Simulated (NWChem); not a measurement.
Correlation energy of hydrogen chloride (HCl)

```xyz
2

Cl     0.0000     0.0000     0.0716
H      0.0000     0.0000    -1.2180
```
Charge 0, spin multiplicity 1.

The numbers come from NWChem runs, not from measurements. Structure: optimised with B3LYP/def2-SVP, a minimum by its harmonic frequencies.

Basis set: cc-pVDZ. Each correlation energy counts from its own Hartree-Fock reference.

The correlated methods keep 5 core orbitals frozen. Coupled-cluster values serve here as a point of comparison, not as the truth.

Problem. One of these methods gave a correlation energy of -165.5 mHa. Which?
A. CCSDT
B. CCSD
C. MP2
D. SCS-MP2

Solution. A, CCSDT. The others give -146.5 (MP2), -144.1 (SCS-MP2), -162.9 (CCSD).
